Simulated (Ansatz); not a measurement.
Z-matrix (Å, degrees):
```
C
O 1 1.385
F 1 1.372 2 110.3
H 1 1.089 2 106.5 3 117.7
H 1 1.094 2 111.8 3 -119.7
C 2 1.368 1 115.2 3 73.0
F 6 1.354 2 110.3 1 69.9
F 6 1.332 2 106.7 1 -173.1
H 6 1.094 2 113.4 1 -51.7
```

The species carries charge 0 and has multiplicity 1.

Question: List the PBE0/def2-TZVPP orbital energies in eV (Ansatz). (An estimate is asked.)

Answer: Ansatz gave: Occupied: -674.87, -674.76, -674.37, -524.37, -284.21, -282.20, -36.04, -34.42, -34.15, -30.73, -21.38, -19.05, -16.88, -16.63, -16.46, -15.09, -14.73, -13.28, -12.71, -12.47, -12.05, -11.39, -11.28, -10.10, -9.90. Lowest empty: 1.47, 2.10, 2.58, 2.79, 3.22, 3.71, 3.90, 5.53.
